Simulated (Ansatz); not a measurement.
# CF2: the cost of one run

Program: Ansatz 0.2.0, Gaussian basis. Level of theory: def2-QZVPP, core rule «outside noble gas», up to 3 orbitals frozen. These are calculated values, not measurements.

Plan: UHF; ROHF; CCSD(T) on UHF.

2 further runs of the same task are left out: 2 set aside as unsound or not needed.

### Step 1. The system

The geometry is a PBE0/def2-TZVP stationary point (not a proven minimum) of the parent state, kept for this charge and spin.

3 atoms, charge 0, spin multiplicity 5.

Atoms are counted from 1 here; the program's logs count them from 0.

Bond lengths: C1–F2 1.309 Å, C1–F3 1.309 Å. Angles: F2–C1–F3 119.5°.

### Step 2. UHF

Input file in.yaml:

```yaml
crystal:
  periodic: [false, false, false]
  atoms:
    - {symbol: C, position_ang: [0.000000, -0.500907, 0.000000]}
    - {symbol: F, position_ang: [0.000000, 0.158336, -1.130366]}
    - {symbol: F, position_ang: [0.000000, 0.158336, 1.130366]}
basis:
  gaussian: {orbitals: "def2-QZVPP.json"}
magnetization: {spin_polarized: true, initial_magnetization: 4}
hamiltonian: {xc: hf}
output: {orbitals: {seedname: orbitals}}
```

Launch:

```console
ansatz run in.yaml --threads 1 --pin off --events-out ev --progress --plain --max-ram 2393MiB
```

What time and memory should one allow on 1 thread of Arm Neoverse V1, shared host?

About 25 s, with a peak of 0.33 GiB.
